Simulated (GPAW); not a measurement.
# WC/plane waves (scalar-relativistic datasets, plane-wave cutoff 340 eV, max step 0.1) run of AlNH4 (SMILES [NH2][AlH2])

Wanted: a geometry optimisation of AlNH4. 

The results are computed with GPAW 26.7.0.

10 further runs of the same task are left out: 4 for a known fault of the program, 1 that didn't finish, 5 set aside as unsound or not needed. Runs told in other sessions of the task aren't counted.

### Step 1. The system as given

AlNH4 has 6 atoms, charge 0, and is taken as a singlet. SMILES: `[NH2][AlH2]`. All atoms were displaced at random from a relaxed shape. The run starts from this shape.

Bond lengths: N1–Al2 1.501 Å, N1–H3 1.187 Å, N1–H4 0.994 Å, Al2–H6 1.528 Å. Angles: N1–Al2–H6 124.2°, Al2–N1–H3 128.1°, Al2–N1–H4 125.4°, H3–N1–H4 104.4°.

### Step 2. A geometry optimisation at WC/plane waves (scalar-relativistic datasets, plane-wave cutoff 340 eV, max step 0.1)

Contents of relax.py:

```python
import numpy as np
from ase import Atoms
from ase.io import write
from ase.optimize import LBFGS
from ase.units import Bohr
from gpaw import GPAW, PW, setup_paths
from gpaw.atom.configurations import parameters
from gpaw.atom.generator import Generator

positions_bohr = np.array(
              [[  0.016841,  -1.629940,  -0.037789],
               [  0.177969,   1.195898,  -0.229271],
               [  1.313932,  -3.162031,  -1.038669],
               [ -0.864661,  -2.580132,   1.323007],
               [  0.283136,   3.148446,  -3.135783],
               [ -0.530817,   3.012394,   1.901168]])
atoms = Atoms("NAlHHHH", positions=positions_bohr * Bohr)
atoms.set_cell([14.0, 14.0, 14.0])
atoms.center()

for symbol in ["Al", "H", "N"]:
    Generator(symbol, xcname="WC", scalarrel=True, nofiles=True, txt=None).run(**parameters[symbol])
setup_paths.insert(0, ".")

calc = GPAW(mode={"name": "pw", "ecut": 340},
            maxiter=100,
            xc="WC",
            symmetry="off",
            txt="-")
atoms.calc = calc

opt = LBFGS(atoms, trajectory="mol.traj", maxstep=0.1)
converged = opt.run(fmax=0.05, steps=100)
print("Converged:", converged)
print(f"Final energy            {atoms.get_potential_energy():.5f} eV")
print(f"r(H3-N0)                {atoms.get_distance(3, 0):.4f} Ang")
print(f"r(H2-N0)                {atoms.get_distance(2, 0):.4f} Ang")
write("relaxed.xyz", atoms)
```

Command:

```bash
python relax.py
```

Output:

```text
[...]
  mode=PW(ecut=340),
[...]
Number of symmetries: 1
[...]
  Number of IBZ points: 1
[...]
Cutoff: 340.0 eV
Spin-components: 1 (collinear spins)
Bands:           12
[...]
  Valence electrons: 12.0
[...]
  Grid points: [60 60 60]
  Charge: 0.0  # |e|
[...]
    cutoffs:
[...]
occupation numbers:
  # Zero width
[...]
xc functional:
  name: WC with 2 nearest neighbor stencil
[...]
|iter     |     time |      energy | eigst |  dens |
[...]
|iter:   1| 00:00:03 |  -23.255560 | +0.21 |       |
[...]
Converged in 10 steps
[...]
dipole moment: (0.145310, -0.633743, 0.201119)  # |e|*Ang
Fermi level: -3.587
[...]
Converged in 9 steps
[...]
Converged in 6 steps
[...]
Converged in 6 steps
[...]
Converged in 7 steps
[...]
|iter:   6| 00:03:05 |  -22.581498c| -8.22c| -4.16c|
Converged in 6 steps
[...]
Energy contributions relative to reference atoms: (reference = -8125.528017)
Energy contributions:
  Kinetic:           9.685258
  Coulomb:          -9.943614
  Zero:             -0.002706
  External:          0.000000
  Xc:              -22.320436
  Entropy:           0.000000
  Spinorbit:         0.000000
  ----------------------------
  Free energy:     -22.581498
  Extrapolated:    -22.581498
dipole moment: (0.022040, -0.235608, 0.025243)  # |e|*Ang
Fermi level: -3.721
Eigenvalues  # (at kpt = [0.000, 0.000, 0.000])
| band index |      eig [eV] | occ [0-2] |
|------------|---------------|-----------|
|          0 |       -20.796 |     2.000 |
|          1 |       -11.299 |     2.000 |
|          2 |       -10.566 |     2.000 |
|          3 |        -8.141 |     2.000 |
|          4 |        -6.919 |     2.000 |
|          5 |        -6.050 |     2.000 |
|          6 |        -1.391 |     0.000 |
|          7 |        -0.774 |     0.000 |
|          8 |        -0.057 |     0.000 |
|          9 |         0.225 |     0.000 |
|         10 |         0.427 |     0.000 |
|         11 |         0.512 |     0.000 |
Gap: 4.659 eV
Transition (v -> c):
[...]
Forces  # eV/Ang
|        x |        y |        z |
|----------|----------|----------|
| -0.01884 |  0.01582 |  0.01418 |  # N    0
|  0.00239 |  0.00060 | -0.02352 |  # Al   1
|  0.01004 |  0.00310 | -0.01981 |  # H    2
| -0.00272 | -0.01693 | -0.02417 |  # H    3
| -0.00034 | -0.00117 | -0.00816 |  # H    4
|  0.00531 | -0.01139 |  0.00323 |  # H    5
Force computation time: 0.373  # s
LBFGS:   27 hh:mm:ss      -22.581498        0.029634
Converged: True
Final energy            -22.58150 eV
r(H3-N0)                1.0445 Ang
r(H2-N0)                1.0428 Ang
```

It took 3.1 min on 1 thread of AMD EPYC 9R45 (Zen 5), shared host; peak memory 0.53 GiB.

The path in brief:

```
step  energy from the first frame kept (eV)  largest force (eV/Å)
   0                                 0.0000               15.5002
   2                                -2.1828                2.1413
   4                                -2.3581                0.4921
   6                                -2.4177                0.5684
   8                                -2.4416                0.4641
  10                                -2.4741                0.6367
  12                                -2.5008                0.3485
  14                                -2.5236                0.4216
  16                                -2.5387                0.2318
  18                                -2.5444                0.1950
  20                                -2.5478                0.1256
  22                                -2.5497                0.1448
  24                                -2.5508                0.0965
  26                                -2.5518                0.0611
  27                                -2.5519                0.0296
```

After the run. Bond lengths: N1–Al2 1.787 Å, N1–H3 1.043 Å, N1–H4 1.044 Å, Al2–H5 1.592 Å, Al2–H6 1.593 Å. Angles: N1–Al2–H5 117.4°, N1–Al2–H6 117.0°, Al2–N1–H3 126.8°, Al2–N1–H4 124.3°, H5–Al2–H6 125.6°, H3–N1–H4 108.9°.

### Step 3. Summary of results

At WC/plane waves (scalar-relativistic datasets, plane-wave cutoff 340 eV, max step 0.1):

```
                                                 quantity        value
   energy as printed (from the program's reference atoms)  -22.5815 eV
                                            dipole moment       1.14 D
HOMO energy (shifted to the vacuum level, unlike the log)     -6.18 eV
LUMO energy (shifted to the vacuum level, unlike the log)     -1.52 eV
                                            HOMO–LUMO gap      4.66 eV
```

**Reading.** At the final geometry: Bond lengths: N1–Al2 1.787 Å, N1–H3 1.043 Å, N1–H4 1.044 Å, Al2–H5 1.592 Å, Al2–H6 1.593 Å. Angles: N1–Al2–H5 117.4°, N1–Al2–H6 117.0°, Al2–N1–H3 126.8°, Al2–N1–H4 124.3°, H5–Al2–H6 125.6°, H3–N1–H4 108.9°. The optimisation took 27 steps and changed the energy by -2.552 eV.
